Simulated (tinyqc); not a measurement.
Worked calculation: extended Hueckel theory, for HCl. Computed by tinyqc, a small Python program that keeps every step (integrals from PySCF). Settings: charge = 0, K = 1.75, multiplicity = 1. Command: `OMP_NUM_THREADS=1 python tinyqc.py 28249 28250 out.jsonl` (the two numbers bound the seeds that draw the settings). One thread of a shared host (Intel(R) Xeon(R) Processor @ 2.60GHz), about 0.01 s of CPU time with the checks.

## Overlaps

Geometry (angstrom):
```
atom         x         y         z
Cl    0.000000  0.000000  0.000000
H     0.000000  0.000000  1.447000
```

Parameters chosen for this run:
```
element  shell  Slater exponent   H_ii (eV)
Cl          3s         2.183000  -26.300000
Cl          3p         1.733000  -14.200000
H           1s         1.300000  -13.600000
```

Slater orbitals, each expanded in six Gaussians scaled to its exponent.

overlap S, lower triangle:
```
           1Cl 3s   1Cl 3px   1Cl 3py   1Cl 3pz     2H 1s
1Cl 3s   1.000000
1Cl 3px  0.000000  1.000000
1Cl 3py  0.000000  0.000000  1.000000
1Cl 3pz  0.000000  0.000000  0.000000  1.000000
2H 1s    0.312046  0.000000  0.000000  0.461411  1.000000
```

## Wolfsberg-Helmholz matrix

diagonal H_ii (eV): 1Cl 3s -26.300000, 1Cl 3px -14.200000, 1Cl 3py -14.200000, 1Cl 3pz -14.200000, 2H 1s -13.600000

K = 1.750000

H_ij = K' S_ij (H_ii + H_jj)/2 for i != j (the diagonal keeps H_ii), with K' = 1.75.

H (eV), lower triangle:
```
             1Cl 3s     1Cl 3px     1Cl 3py     1Cl 3pz       2H 1s
1Cl 3s   -26.300000
1Cl 3px    0.000000  -14.200000
1Cl 3py    0.000000    0.000000  -14.200000
1Cl 3pz    0.000000    0.000000    0.000000  -14.200000
2H 1s    -10.894301    0.000000    0.000000  -11.223832  -13.600000
```

## Orbitals

valence electrons = 8

Solve H C = S C e through S^(-1/2); fill by pairs from the bottom, a degenerate level sharing its electrons equally; each orbital has its largest coefficient positive (the first on a tie).

orbital energies (eV): -26.790754  -16.382500  -14.200000  -14.200000  -0.266222

occupations: 2.000000  2.000000  2.000000  2.000000  0.000000

coefficients:
```
               MO1        MO2        MO3       MO4        MO5
1Cl 3s    0.930273  -0.252180   0.000000  0.000000  -0.460623
1Cl 3px   0.000000   0.000000   0.871117  0.491075   0.000000
1Cl 3py   0.000000   0.000000  -0.491075  0.871117   0.000000
1Cl 3pz  -0.016278   0.726289   0.000000  0.000000  -0.883693
2H 1s     0.180138   0.432532   0.000000  0.000000   1.109196
```

sum of one-electron energies = -143.146509 eV

Within a degenerate level the vectors are fixed only up to a rotation; this is one choice.

## Mulliken analysis

P = C n C^T; charge = valence electrons (Cl 7, H 1) minus the sum of (P S)_ii on the atom; overlap population = 2 sum P_ij S_ij between two atoms.

charges: 1Cl -0.237229, 2H 0.237229

Overlap populations:
```
pair     value
2-1   0.647407
```
